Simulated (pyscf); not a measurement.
Four-centre exchange: F–Ti(F)(F)–F + silane (SiH₄) -> F–SiH₃ + F–TiH(F)–F

Gas phase, singlet surface, charge 0. Bonds broken: F1–Ti2, Si6–H7. Bonds formed: F1–Si6, Ti2–H7. Optimised with ωB97X-D3(BJ)/def2-SVP in PySCF.

Transition state (Å):

```xyz
10

F     -0.4644     0.0557     0.5986
Ti    -1.7285    -0.7519    -0.6941
F     -0.7573    -2.1626    -0.8771
F     -2.5943    -0.7181    -2.1926
F     -2.9965    -0.8673     0.4664
Si    -0.0034     1.6239    -0.2957
H     -1.1951     0.8686    -1.2480
H     -0.5439     2.8324    -1.0019
H      0.3229     2.1677     1.0546
H      1.1817     1.1241    -1.0337
```

One imaginary mode, 309i cm⁻¹; descent along it reached the two sides named, in the forms told below.

```json
[
 {"bond": "F1–Ti2", "change": "breaks", "reactant side (Å)": "1.734", "saddle": "1.980", "product side": "2.261"},
 {"bond": "Si6–H7", "change": "breaks", "reactant side (Å)": "1.490", "saddle": "1.702", "product side": "2.7"},
 {"bond": "F1–Si6", "change": "forms", "reactant side (Å)": "3.1", "saddle": "1.863", "product side": "1.673"},
 {"bond": "Ti2–H7", "change": "forms", "reactant side (Å)": "3.3", "saddle": "1.794", "product side": "1.680"}
]
```

Electronic energies relative to the separated reactants (kJ/mol):

| level | barrier | reaction energy | reverse barrier |
|---|---|---|---|
| ωB97X-D3(BJ)/def2-TZVP | 94.0 | +74.6 | 19.3 |
| PBE/def2-TZVP | 105.8 | +91.7 | 14.2 |
| r²SCAN/def2-TZVP | 98.5 | +88.4 | 10.1 |
| B3LYP-D3(BJ)/def2-TZVP | 104.6 | +75.1 | 29.5 |
| PBE0-D3(BJ)/def2-TZVP | 99.7 | +80.7 | 18.9 |
| M06-2X/def2-TZVP | 93.2 | +57.6 | 35.6 |
| ωB97M-D3(BJ)/def2-TZVP | 105.9 | +66.8 | 39.1 |

With ωB97M-D3(BJ)/def2-TZVP energies and thermal terms (ideal gas, 1 atm, RRHO with modes under 100 cm⁻¹ raised to 100, one conformer, R ln 2 for rigid chiral ones), in kJ/mol:

```json
[
 {"T (K)": "298", "ΔH‡": "109.8", "ΔG‡": "148.7", "ΔH": "+65.8", "ΔG": "+57.9"},
 {"T (K)": "600", "ΔH‡": "110.8", "ΔG‡": "187.9", "ΔH": "+65.3", "ΔG": "+50.2"},
 {"T (K)": "900", "ΔH‡": "112.9", "ΔG‡": "226.0", "ΔH": "+65.4", "ΔG": "+42.6"},
 {"T (K)": "1200", "ΔH‡": "115.3", "ΔG‡": "263.3", "ΔH": "+65.6", "ΔG": "+35.0"}
]
```

On the product side the descent ends in an adduct with a F–Ti contact, 28.8 kJ/mol under the separated species and 48.2 kJ/mol under the saddle at ωB97X-D3(BJ)/def2-TZVP. What is counted as broken (F–Ti) persists as a longer contact in the product adduct; parting that adduct is a step of its own. This is the saddle that the search found; another between the same sides may lie lower.
